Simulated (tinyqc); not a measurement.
Worked calculation (part 3 of 3): UHF in the sto-3g basis, for CH3-, spin multiplicity 1. The basis has no diffuse functions, so it cannot describe the extra electron: this is an exercise in the method, not the real anion. Computed by tinyqc, a small Python program that keeps every step (integrals from PySCF). Command: `OMP_NUM_THREADS=1 python tinyqc.py 30307 30308 out.jsonl` (the two numbers bound the seeds that draw the settings). One thread of a shared host (Intel(R) Xeon(R) Processor @ 2.60GHz), about 0.2 s of CPU time with the checks.

Geometry (angstrom):
```
atom,x,y,z
C,0.000000,0.000000,0.019000
H,1.257000,0.000000,0.000000
H,-0.628000,1.088000,0.000000
H,-0.628000,-1.088000,0.000000
```

## Iteration 10 (converged): orbitals

converged F(alpha) (hartree):
```
,1C 1s,1C 2s,1C 2px,1C 2py,1C 2pz,2H 1s,3H 1s,4H 1s
1C 1s,-10.410266,-2.827012,0.000001,0.000000,0.001657,-0.491616,-0.492471,-0.492471
1C 2s,-2.827012,-0.937583,0.000177,0.000002,0.001460,-0.403527,-0.403969,-0.403970
1C 2px,0.000001,0.000177,0.351750,-0.000001,-0.000006,-0.222866,0.111463,0.111463
1C 2py,0.000000,0.000002,-0.000001,0.351427,0.000000,0.000000,-0.193093,0.193093
1C 2pz,0.001657,0.001460,-0.000006,0.000000,0.215340,0.005198,0.005203,0.005203
2H 1s,-0.491616,-0.403527,-0.222866,0.000000,0.005198,-0.012711,-0.090498,-0.090498
3H 1s,-0.492471,-0.403969,0.111463,-0.193093,0.005203,-0.090498,-0.013129,-0.090602
4H 1s,-0.492471,-0.403970,0.111463,0.193093,0.005203,-0.090498,-0.090602,-0.013124
```

converged F(beta) (hartree):
```
,1C 1s,1C 2s,1C 2px,1C 2py,1C 2pz,2H 1s,3H 1s,4H 1s
1C 1s,-10.410266,-2.827012,0.000001,0.000000,0.001657,-0.491616,-0.492471,-0.492471
1C 2s,-2.827012,-0.937583,0.000177,-0.000002,0.001460,-0.403527,-0.403970,-0.403969
1C 2px,0.000001,0.000177,0.351750,0.000001,-0.000006,-0.222866,0.111463,0.111463
1C 2py,0.000000,-0.000002,0.000001,0.351427,0.000000,0.000000,-0.193093,0.193093
1C 2pz,0.001657,0.001460,-0.000006,0.000000,0.215340,0.005198,0.005203,0.005203
2H 1s,-0.491616,-0.403527,-0.222866,0.000000,0.005198,-0.012711,-0.090498,-0.090498
3H 1s,-0.492471,-0.403970,0.111463,-0.193093,0.005203,-0.090498,-0.013124,-0.090602
4H 1s,-0.492471,-0.403969,0.111463,0.193093,0.005203,-0.090498,-0.090602,-0.013129
```

X:
```
,1C 1s,1C 2s,1C 2px,1C 2py,1C 2pz,2H 1s,3H 1s,4H 1s
1C 1s,1.027600,-0.155723,0.000013,0.000000,0.000395,0.022815,0.022832,0.022832
1C 2s,-0.155723,1.265834,-0.000171,0.000000,-0.003616,-0.250360,-0.250743,-0.250743
1C 2px,0.000013,-0.000171,1.125305,0.000000,0.000003,-0.264190,0.132223,0.132223
1C 2py,0.000000,0.000000,0.000000,1.125512,0.000000,0.000000,-0.229096,0.229096
1C 2pz,0.000395,-0.003616,0.000003,0.000000,1.000054,0.003761,0.003769,0.003769
2H 1s,0.022815,-0.250360,-0.264190,0.000000,0.003761,1.163204,-0.019720,-0.019720
3H 1s,0.022832,-0.250743,0.132223,-0.229096,0.003769,-0.019720,1.163578,-0.019750
4H 1s,0.022832,-0.250743,0.132223,0.229096,0.003769,-0.019720,-0.019750,1.163578
```

Diagonalise F' = X^T F X, C = X C', fill 5 alpha and 5 beta electrons from the bottom; D(s) = C_occ C_occ^T. Each column has its largest component positive (the first on a tie).

F' = X^T F X (alpha) (hartree):
```
,1,2,3,4,5,6,7,8
1,-10.171772,-1.588624,-0.000003,0.000000,0.002874,-0.039131,-0.039364,-0.039364
2,-1.588624,-0.023400,-0.000073,0.000003,-0.006485,-0.358709,-0.359128,-0.359129
3,-0.000003,-0.000073,0.652409,-0.000001,0.000000,-0.448875,0.224546,0.224546
4,0.000000,0.000003,-0.000001,0.652468,-0.000001,0.000000,-0.389059,0.389059
5,0.002874,-0.006485,0.000000,-0.000001,0.215486,0.007512,0.007521,0.007520
6,-0.039131,-0.358709,-0.448875,0.000000,0.007512,0.324896,-0.029587,-0.029587
7,-0.039364,-0.359128,0.224546,-0.389059,0.007521,-0.029587,0.325106,-0.029653
8,-0.039364,-0.359129,0.224546,0.389059,0.007520,-0.029587,-0.029653,0.325113
```

orbital energies (alpha) (hartree): MO1 -10.417084, MO2 -0.360948, MO3 -0.066377, MO4 -0.066190, MO5 0.215201, MO6 0.848965, MO7 1.073131, MO8 1.073607

coefficients C (alpha):
```
,MO1,MO2,MO3,MO4,MO5,MO6,MO7,MO8
1C 1s,0.992482,-0.206643,0.000001,-0.000065,-0.006048,-0.232412,0.000300,0.000000
1C 2s,0.031886,0.618283,-0.000006,0.000312,0.027397,1.196235,-0.001819,0.000000
1C 2px,-0.000004,-0.000191,-0.001311,0.426770,-0.000002,0.001165,1.090384,0.000438
1C 2py,0.000000,-0.000001,0.426812,0.001314,0.000000,0.000002,-0.000439,1.090677
1C 2pz,-0.000253,-0.005148,0.000000,0.000005,0.999634,-0.029495,0.000040,-0.000001
2H 1s,-0.005697,0.268215,-0.001865,0.606751,-0.008650,-0.642697,-0.795975,-0.000320
3H 1s,-0.005703,0.268632,0.526131,-0.301445,-0.008644,-0.641771,0.399605,-0.690333
4H 1s,-0.005703,0.268629,-0.524262,-0.304673,-0.008643,-0.641774,0.399052,0.690656
```

F' = X^T F X (beta) (hartree):
```
,1,2,3,4,5,6,7,8
1,-10.171772,-1.588624,-0.000003,0.000000,0.002874,-0.039131,-0.039364,-0.039364
2,-1.588624,-0.023400,-0.000073,-0.000003,-0.006485,-0.358709,-0.359129,-0.359128
3,-0.000003,-0.000073,0.652409,0.000001,0.000000,-0.448875,0.224546,0.224546
4,0.000000,-0.000003,0.000001,0.652468,0.000001,0.000000,-0.389059,0.389059
5,0.002874,-0.006485,0.000000,0.000001,0.215486,0.007512,0.007520,0.007521
6,-0.039131,-0.358709,-0.448875,0.000000,0.007512,0.324896,-0.029587,-0.029587
7,-0.039364,-0.359129,0.224546,-0.389059,0.007520,-0.029587,0.325113,-0.029653
8,-0.039364,-0.359128,0.224546,0.389059,0.007521,-0.029587,-0.029653,0.325106
```

orbital energies (beta) (hartree): MO1 -10.417084, MO2 -0.360948, MO3 -0.066377, MO4 -0.066190, MO5 0.215201, MO6 0.848965, MO7 1.073131, MO8 1.073607

coefficients C (beta):
```
,MO1,MO2,MO3,MO4,MO5,MO6,MO7,MO8
1C 1s,0.992482,-0.206643,0.000001,-0.000065,-0.006048,-0.232412,0.000300,0.000000
1C 2s,0.031886,0.618283,-0.000006,0.000312,0.027397,1.196235,-0.001819,0.000000
1C 2px,-0.000004,-0.000191,-0.001311,0.426770,-0.000002,0.001165,1.090384,-0.000438
1C 2py,0.000000,0.000001,-0.426812,-0.001314,0.000000,-0.000002,0.000439,1.090677
1C 2pz,-0.000253,-0.005148,0.000000,0.000005,0.999634,-0.029495,0.000040,0.000001
2H 1s,-0.005697,0.268215,-0.001865,0.606751,-0.008650,-0.642697,-0.795975,0.000320
3H 1s,-0.005703,0.268629,-0.524262,-0.304673,-0.008643,-0.641774,0.399052,-0.690656
4H 1s,-0.005703,0.268632,0.526131,-0.301445,-0.008644,-0.641771,0.399605,0.690333
```

D(alpha) after iteration 10:
```
,1C 1s,1C 2s,1C 2px,1C 2py,1C 2pz,2H 1s,3H 1s,4H 1s
1C 1s,1.027759,-0.096283,0.000008,0.000001,-0.005233,-0.061066,-0.061098,-0.061099
1C 2s,-0.096283,0.384041,0.000015,-0.000003,0.024196,0.165603,0.165575,0.165578
1C 2px,0.000008,0.000015,0.182134,0.000001,0.000001,0.258894,-0.129388,-0.129389
1C 2py,0.000001,-0.000003,0.000001,0.182170,0.000001,0.000001,0.224162,-0.224162
1C 2pz,-0.005233,0.024196,0.000001,0.000001,0.999294,-0.010023,-0.010024,-0.010023
2H 1s,-0.061066,0.165603,0.258894,0.000001,-0.010023,0.440196,-0.111725,-0.111725
3H 1s,-0.061098,0.165575,-0.129388,0.224162,-0.010024,-0.111725,0.439953,-0.111719
4H 1s,-0.061099,0.165578,-0.129389,-0.224162,-0.010023,-0.111725,-0.111719,0.439945
```

D(beta) after iteration 10:
```
,1C 1s,1C 2s,1C 2px,1C 2py,1C 2pz,2H 1s,3H 1s,4H 1s
1C 1s,1.027759,-0.096283,0.000008,-0.000001,-0.005233,-0.061066,-0.061099,-0.061098
1C 2s,-0.096283,0.384041,0.000015,0.000003,0.024196,0.165603,0.165578,0.165575
1C 2px,0.000008,0.000015,0.182134,-0.000001,0.000001,0.258894,-0.129389,-0.129388
1C 2py,-0.000001,0.000003,-0.000001,0.182170,-0.000001,-0.000001,0.224162,-0.224162
1C 2pz,-0.005233,0.024196,0.000001,-0.000001,0.999294,-0.010023,-0.010023,-0.010024
2H 1s,-0.061066,0.165603,0.258894,-0.000001,-0.010023,0.440196,-0.111725,-0.111725
3H 1s,-0.061099,0.165578,-0.129389,0.224162,-0.010023,-0.111725,0.439945,-0.111719
4H 1s,-0.061098,0.165575,-0.129388,-0.224162,-0.010024,-0.111725,-0.111719,0.439953
```

## Convergence

Stop when the energy changes by less than 1e-10 hartree and every element of the error matrix X^T (F D S - S D F) X (for each spin) is below 3e-06.

Course of the cycle:
```
iteration,E (hartree),change,largest element of the error matrix
1,-35.50707306,-,3.69e-01
2,-38.56416290,-3.06e+00,1.34e-01
3,-38.71885638,-1.55e-01,2.36e-02
4,-38.72741925,-8.56e-03,1.39e-02
5,-38.72957968,-2.16e-03,2.50e-03
6,-38.72965542,-7.57e-05,7.62e-04
7,-38.72966662,-1.12e-05,4.13e-05
8,-38.72966665,-2.97e-08,1.27e-05
9,-38.72966665,-1.09e-09,2.19e-06
10,-38.72966665,-6.19e-11,1.15e-06
```

PySCF UHF in the same basis, after a stability check = -38.72966665 hartree

Converged in 10 iterations.

## Populations, bond orders and dipole

overlap S:
```
,1C 1s,1C 2s,1C 2px,1C 2py,1C 2pz,2H 1s,3H 1s,4H 1s
1C 1s,1.000000,0.248362,0.000000,0.000000,0.000000,0.042263,0.042338,0.042338
1C 2s,0.248362,1.000000,0.000000,0.000000,0.000000,0.399219,0.399615,0.399615
1C 2px,0.000000,0.000000,1.000000,0.000000,0.000000,0.405446,-0.202832,-0.202832
1C 2py,0.000000,0.000000,0.000000,1.000000,0.000000,0.000000,0.351404,-0.351404
1C 2pz,0.000000,0.000000,0.000000,0.000000,1.000000,-0.006128,-0.006137,-0.006137
2H 1s,0.042263,0.399219,0.405446,0.000000,-0.006128,1.000000,0.088612,0.088612
3H 1s,0.042338,0.399615,-0.202832,0.351404,-0.006137,0.088612,1.000000,0.088682
4H 1s,0.042338,0.399615,-0.202832,-0.351404,-0.006137,0.088612,0.088682,1.000000
```

Mulliken: Z minus the diagonal of D S on the atom; Loewdin: the same with S^(1/2) D S^(1/2); Mayer order: 2 sum_s sum (D(s) S)_ij (D(s) S)_ji over the two atoms.

Charges (e):
```
atom,Mulliken,Loewdin,Mulliken spin
1C,-0.466894,-0.517145,0
2H,-0.177912,-0.161159,0
3H,-0.177597,-0.160848,0.000007
4H,-0.177597,-0.160848,-0.000007
```

Mayer bond orders:
```
pair,order
2-1,0.927447
3-1,0.927567
3-2,0.020450
4-1,0.927567
4-2,0.020450
4-3,0.020443
```

dipole moment about the origin, x y z (debye): -0.002312  0.000000  -0.154545

<S^2> of the determinant (pure state: 0) = 7.89e-11
